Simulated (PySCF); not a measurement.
## Silicon: a sound run and one with changed settings

Sound run: Si [Ne] 3s2 3p2, Si⁺ [Ne] 3s2 3p1. Calculation: PySCF 2.14, in cc-pV(D+d)Z (4s3p2d, 23 functions); the non-relativistic Hamiltonian (point nucleus). In the sound run the correlated levels freeze [Ne]. The sound run starts from symmetry-adapted Hartree-Fock orbitals and uses a fine grid where one is needed.

Changed run: the spin-free X2C one-electron Hamiltonian (Gaussian nucleus). This setting is unsound on purpose.

```
species   method  sound run (hartree)  changed run (hartree)  converged
     Si      UHF           -288.85023             -289.39317        yes
     Si   r2SCAN           -289.33882             -289.88139        yes
     Si      PBE           -289.21917             -289.76166        yes
     Si      MP2           -288.89571             -289.43867        yes
     Si  CCSD(T)           -288.91643             -289.45935        yes
    Si⁺      UHF           -288.56942             -289.11270        yes
    Si⁺   r2SCAN           -289.03265             -289.57560        yes
    Si⁺      PBE           -288.91819             -289.46105        yes
    Si⁺      MP2           -288.60462             -289.14790        yes
    Si⁺  CCSD(T)           -288.62416             -289.16738        yes
```

Ionisation energy of Si:

| method | sound run (eV) | changed run (eV) |
| --- | --- | --- |
| UHF | 7.641 | 7.632 |
| r2SCAN | 8.331 | 8.321 |
| PBE | 8.190 | 8.180 |
| MP2 | 7.921 | 7.912 |
| SCS-MP2 | 7.848 | 7.840 |
| CCSD | 7.942 | 7.934 |
| CCSD(T) | 7.953 | 7.945 |

Most of the change in total energy is the relativistic energy itself. On top of that the contraction fixes the core shape for the Hamiltonian it was made with, so the changed run is not a good calculation with the other Hamiltonian either.

For comparison, NIST gives 8.152 eV between the lowest levels.
